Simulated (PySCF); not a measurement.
Gas-phase reaction: 2 P + 3 O + H₂O ⇌ 2 HPO₂

Energies from PySCF, thermal terms from the rigid-rotor harmonic-oscillator model, ideal gas at 1 bar. † marks an energy on the PBE0/def2-TZVP geometry and frequencies; other levels use their own. MP2 freezes the core. 6-31G* has spherical d functions here. Open shells (unrestricted): P (multiplicity 4), O (multiplicity 3, electronic degeneracy 9); the rest are closed-shell singlets. Spin-orbit splitting is ignored; it lowers the true energy and changes the entropy of O. B3LYP is the form with VWN-RPA correlation. HPO₂: computed as isolated molecules; such fragments, hydroxides, amides, oligomers or adducts are transient or little studied in the gas. MP2 isn't extrapolated to the basis-set limit; its ΔH°(298 K) is -1811.6 kJ in def2-SVP and -2068.1 kJ in def2-TZVPP. The harmonic model lacks anharmonicity and excited electronic states, which grow with temperature; levels with a mode under 35 cm⁻¹ are left out. Internal rotation in HPO₂ is treated as a harmonic vibration of one conformer, which makes the entropy rough.

```tsv
level	ΔE electronic, kJ	ΔH°(298 K), kJ	ΔS°(298 K), J/K	ΔG°(2000 K), kJ
B3LYP/6-31G*	-1938	-1920	-476	-936
HF/6-31G*	-938	-915	-480	84
HF/def2-TZVP†	-1095	-1075	-477	-87
M06-2X/def2-TZVP†	-2095	-2076	-477	-1088
MP2/def2-TZVPP†	-2088	-2068	-477	-1081
PBE0/def2-SVP†	-1915	-1895	-477	-908
r2SCAN/def2-TZVP†	-2074	-2054	-477	-1067
LDA/def2-TZVP†	-2580	-2561	-477	-1573
ωB97M-V/def2-TZVP†	-2120	-2100	-477	-1112
```
ΔH° is lowest at LDA/def2-TZVP† and highest at HF/6-31G*. No reference value is set beside these.
